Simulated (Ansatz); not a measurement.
A made-up structure of CH4OS, singlet:

```
7
angstrom
C -0.7035 0.3922 -0.0044
O 0.5351 0.3264 0.6836
S 1.3306 -1.1058 0.5266
H -0.5509 0.3730 -1.0888
H -1.3590 -0.4356 0.2801
H -1.1601 1.3413 0.2808
H 0.5344 0.7284 1.5664
```

It is relaxed with PBE-D4/def2-SVP and then PBE0-D4/def2-TZVP (Ansatz 0.2.0). Atoms count as bonded within 1.22 times the sum of their covalent radii (H–H: 0.88 Å). The end point is not checked to be a true minimum.

(1) Does its bonding change? (Judge from chemistry; the calculation decides.)

Answers

(1) Computed: No: no bond forms or breaks.

Where it ends: The first stage lowers the energy by 0.61 eV in 8 steps. It ends as CH₄OS ([CH3][OH][S]):
| atom | x (Å) | y (Å) | z (Å) |
| --- | --- | --- | --- |
| C1 | -0.7390 | 0.4464 | 0.0005 |
| O2 | 0.5501 | 0.4428 | 0.6470 |
| S3 | 1.4415 | -1.1632 | 0.4887 |
| H4 | -0.5320 | 0.3016 | -1.0557 |
| H5 | -1.3391 | -0.3797 | 0.3808 |
| H6 | -1.2036 | 1.4169 | 0.1829 |
| H7 | 0.4491 | 0.5550 | 1.6001 |

Labels in which every atom is bracketed show which atoms are joined, not bond orders.

For scale, one of the runs: PBE0-D4/def2-TZVP relaxation, 123 basis functions, launched by `ansatz run in.yaml --threads 2 --pin off --events-out ev --progress --plain --max-ram 4352MiB`. The run took about 12 s on 2 CPU threads of an Arm Neoverse V1 (shared host).
